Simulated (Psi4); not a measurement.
# BH2O (SMILES B[O]): UMP2/CBS (density fitting, density fitting for correlation, extrapolation mp2/cc-pv[dt]z)

Aim: the energy change on altering one bond length of BH2O at UMP2/CBS (density fitting, density fitting for correlation, extrapolation mp2/cc-pv[dt]z), from 2 runs. 

The results are computed with Psi4 1.11.

4 further runs of the same task are left out: 2 that didn't finish, 2 set aside as unsound or not needed.

## (1) The structure to begin with

BH2O has 4 atoms, charge 0, and is taken as a doublet. SMILES: `B[O]`. The shape is that of a PBE0-D4/def2-TZVP optimisation.

Bond lengths: B1–O2 1.281 Å, B1–H3 1.211 Å, B1–H4 1.211 Å. Angles: O2–B1–H3 119.9°, O2–B1–H4 119.9°, H3–B1–H4 120.2°.

## (2) The energy at UMP2/CBS (density fitting, density fitting for correlation, extrapolation mp2/cc-pv[dt]z)

calc.in

```
memory 1600 mb

molecule {
  0 2
  B     -0.001100    -0.010300    -0.015100
  O      1.025300    -0.340800     0.676900
  H     -1.052600    -0.587700     0.151600
  H      0.083900     0.878500    -0.833600
  no_reorient
  no_com
}

set reference uhf

energy('mp2/cc-pv[dt]z')
```

Launch:

```console
psi4 -n 1 calc.in calc.out
```

calc.out, cut to the lines that bear on the results:

```text
[...]
  Running in c1 symmetry.
[...]
  Nuclear repulsion =   25.066185915136668
[...]
  Multiplicity = 2
[...]
  Nalpha       = 8
  Nbeta        = 7
[...]
    Number of basis functions: 88
[...]
   @DF-UHF iter   1:  -100.57215276107598   -8.83111e-01   5.39348e-03 ADIIS/DIIS
[...]
   @DF-UHF iter  15:  -100.70700252132006   -4.19220e-12   5.31432e-09 DIIS
[...]
   @S^2 Observed:                7.674850570E-01
[...]
    Orbital Energies [Eh]
    ---------------------
    Alpha Occupied:
       1A    -20.652669     2A     -7.633247     3A     -1.430628
       4A     -0.734970     5A     -0.712567     6A     -0.612526
       7A     -0.598272     8A     -0.478033
    Alpha Virtual:
       9A      0.124839    10A      0.233003    11A      0.262109
      12A      0.325233    13A      0.388936    14A      0.456710
      15A      0.494994    16A      0.729587    17A      0.773807
      18A      0.809429    19A      0.833621    20A      1.029183
      21A      1.041986    22A      1.234566    23A      1.241845
      24A      1.291937    25A      1.423725    26A      1.595725
[...]
  @DF-UHF Final Energy:  -100.70700252132006
   => Energetics <=
    Nuclear Repulsion Energy =             25.0661859151366677
    One-Electron Energy =                -186.8193595807635461
    Two-Electron Energy =                  61.0461711443068253
    Total Energy =                       -100.7070025213200637
  UHF NO Occupations:
  HONO-2 :    6  A 1.9973857
  HONO-1 :    7  A 1.9962199
[...]
 Multipole Moments:
 ------------------------------------------------------------------------------------
     Multipole            Electronic (a.u.)      Nuclear  (a.u.)        Total (a.u.)
 ------------------------------------------------------------------------------------
 L = 1.  Multiply by 2.5417464519 to convert [e a0] to [Debye]
 Dipole X            :        -13.9428037           13.6593184           -0.2834854
 Dipole Y            :          4.7911363           -4.6999378            0.0911984
 Dipole Z            :         -8.9928222            8.8017774           -0.1910449
 Magnitude           :                                                    0.3538068
[...]
```

It took 3.9 s on 1 thread of INTEL XEON PLATINUM 8581C at 2.10GHz (Emerald Rapids), shared host; peak memory 0.23 GiB.

## (3) The distorted shape at the same level

input.in

```
memory 1600 mb

molecule mol {
  0 2
  B      2.97845782     1.61720872    -0.50105521
  O      4.91807271     0.99265424     0.80663527
  H     -1.98912572    -1.11059204     0.28648248
  H      3.13908454     3.29679730    -2.04779605
  units au
  no_reorient
  no_com
}

set {
  reference uhf
}

energy("mp2/cc-pv[dt]z")
```

Launch:

```console
psi4 -n 1 input.in input.out
```

input.out, cut to the lines that bear on the results:

```text
[...]
  Running in c1 symmetry.
[...]
  Nuclear repulsion =   22.786147490975186
[...]
  Multiplicity = 2
[...]
  Nalpha       = 8
  Nbeta        = 7
[...]
    Number of basis functions: 88
[...]
   @DF-UHF iter   1:  -100.43823968307119   -9.96615e-01   6.67932e-03 ADIIS/DIIS
[...]
   @DF-UHF iter  20:  -100.60614975071060   -3.01270e-12   8.46990e-09 DIIS
[...]
   @S^2 Observed:                7.553451104E-01
[...]
    Orbital Energies [Eh]
    ---------------------
    Alpha Occupied:
       1A    -20.570172     2A     -7.686110     3A     -1.294320
       4A     -0.669607     5A     -0.574911     6A     -0.527383
       7A     -0.492852     8A     -0.462257
    Alpha Virtual:
       9A      0.042839    10A      0.126705    11A      0.257089
      12A      0.297060    13A      0.401563    14A      0.468351
      15A      0.497939    16A      0.606925    17A      0.736696
      18A      0.783310    19A      0.838392    20A      0.932896
      21A      1.032855    22A      1.086407    23A      1.308010
      24A      1.320178    25A      1.390091    26A      1.422585
[...]
  @DF-UHF Final Energy:  -100.60614975071060
   => Energetics <=
    Nuclear Repulsion Energy =             22.7861474909751855
    One-Electron Energy =                -182.7145179040984999
    Two-Electron Energy =                  59.3222206624127040
    Total Energy =                       -100.6061497507105997
  UHF NO Occupations:
  HONO-2 :    6  A 1.9997920
  HONO-1 :    7  A 1.9975732
[...]
 Multipole Moments:
 ------------------------------------------------------------------------------------
     Multipole            Electronic (a.u.)      Nuclear  (a.u.)        Total (a.u.)
 ------------------------------------------------------------------------------------
 L = 1.  Multiply by 2.5417464519 to convert [e a0] to [Debye]
 Dipole X            :        -56.4332368           55.3868296           -1.0464072
 Dipole Y            :        -17.9150232           18.2134828            0.2984595
 Dipole Z            :         -2.8551942            2.1864925           -0.6687017
 Magnitude           :                                                    1.2771876
[...]
```

Run time: 3.9 s. Hardware: 1 thread of INTEL XEON PLATINUM 8581C at 2.10GHz (Emerald Rapids), shared host; peak memory 0.22 GiB.

## (4) Outcome

Level: UMP2/CBS (density fitting, density fitting for correlation, extrapolation mp2/cc-pv[dt]z).

```
                                                         quantity          value
                                        first shape: total energy  -101.09760 Eh
                                  first shape: correlation energy     -358.1 mEh
                   first shape: ⟨S²⟩ of the reference determinant          0.767
                                    distorted shape: total energy  -101.04801 Eh
                              distorted shape: correlation energy     -410.9 mEh
               distorted shape: ⟨S²⟩ of the reference determinant          0.755
energy change with the B1–H3 bond stretched from 1.211 to 3.028 Å       1.350 eV
```

What this shows: With the B1–H3 bond stretched from 1.211 to 3.028 Å the energy rises by 1.35 eV (31 kcal/mol). The first shape isn't relaxed at this level, so the change isn't measured from a minimum.
